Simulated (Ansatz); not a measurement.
```yaml
crystal:
  periodic: [false, false, false]
  atoms:
    - {symbol: C, position_ang: [-0.368792, 1.418701, -1.313060]}
    - {symbol: C, position_ang: [0.107332, 0.617256, -0.557308]}
    - {symbol: C, position_ang: [0.645270, -0.394600, 0.338365]}
    - {symbol: O, position_ang: [0.560129, -1.685041, -0.187742]}
    - {symbol: S, position_ang: [-0.104003, -0.210268, 2.004171]}
    - {symbol: H, position_ang: [-0.778703, 2.138390, -1.981867]}
    - {symbol: H, position_ang: [1.709294, -0.214999, 0.507457]}
    - {symbol: H, position_ang: [-0.361575, -1.869132, -0.396034]}
    - {symbol: H, position_ang: [-1.320453, 0.153394, 1.568817]}
basis:
  gaussian: {orbitals: aug-cc-pVDZ}
total_charge: 5
magnetization: {spin_polarized: true, initial_magnetization: 1}
hamiltonian: {xc: {name: RPBE}}
output: {forces: true}
```

```sh
$ ansatz run in.yaml --threads 2 --pin off --events-out ev --progress --plain --max-ram 4352MiB
```

Output, abridged:

```
Functional definition: RPBE
1447 factors; their error is unknown
mean field evaluation 1: about -15821.7728 eV, gradient 1.4e2 eV
mean field evaluation 2: about -14866.7604 eV, gradient 2.6e2 eV
mean field evaluation 4: about -15530.7390 eV, gradient 2.1e2 eV
mean field evaluation 8: about -15926.4068 eV, gradient 4.7e1 eV
mean field evaluation 16: about -15942.9628 eV, gradient 3.0e-1 eV
mean field evaluation 32: about -15942.9216 eV, gradient 3.3e-5 eV
mean field -15942.92162384 eV, -585.8915631759 hartree, gradient 1.0e-5 eV, S^2 1.858400; 10 other end points of the search recorded, 0 dependent functions left out
reference -15942.92167993 eV, -585.8915652368 hartree; 21, 20 occupied and 134, 135 virtual orbitals, 1447 factors
Total energy: -15942.92167993 eV, -585.8915652368 hartree
Atom 0 at    -0.368792     1.418701    -1.313060 Å, force    -4.825981     9.130767    -8.841360 eV/Å
Atom 1 at     0.107332     0.617256    -0.557308 Å, force     5.833515    -9.312998     8.536343 eV/Å
Atom 2 at     0.645270    -0.394600     0.338365 Å, force     0.396318     1.049656    -2.286066 eV/Å
Atom 3 at     0.560129    -1.685041    -0.187742 Å, force     2.650121    -1.910254     0.365537 eV/Å
Atom 4 at    -0.104003    -0.210268     2.004171 Å, force     0.998797    -0.984331     6.137694 eV/Å
Atom 5 at    -0.778703     2.138390    -1.981867 Å, force    -1.538730     2.793214    -2.619872 eV/Å
Atom 6 at     1.709294    -0.214999     0.507457 Å, force     3.253964     0.754324     0.480172 eV/Å
Atom 7 at    -0.361575    -1.869132    -0.396034 Å, force    -3.516100    -2.564675    -1.828903 eV/Å
Atom 8 at    -1.320453     0.153394     1.568817 Å, force    -3.251902     1.044298     0.056455 eV/Å
Dipole moment:    -0.793385     1.058107    -0.781908 e Å
```

(1) Something in this input is off. What?

## Answers

(1) The charge is far from anything that the molecule holds. The run converged. The result belongs to that input, not to the molecule as meant.
